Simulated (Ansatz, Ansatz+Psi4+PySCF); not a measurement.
```xyz
3

C     0.0000    0.0000    0.0000
O     0.0000    0.0000    1.1787
O     0.0000    0.0000   -1.1787
```

Basis set: cc-pVTZ (spherical functions). Frozen core: 3 orbitals. Charge 0, multiplicity 1.

Computed with Ansatz (development build ahead of 0.2.0); each method stands on the lowest determinant of its kind that the runs found. Restricted open shells among the atoms or ions are ROHF, correlated in semicanonical orbitals with singles.

Q: Give the atomization energy at this shape (free ground-state atoms in the same class of orbitals less the molecule, no zero-point energy) of singlet CO₂ by RHF-CCSD(T), RHF-CCSD, RHF-MP2.

A:

```json
{"method": "RHF-CCSD(T)", "atomization energy": "16.28 eV"}
{"method": "RHF-CCSD", "atomization energy": "15.70 eV"}
{"method": "RHF-MP2", "atomization energy": "17.40 eV"}
```
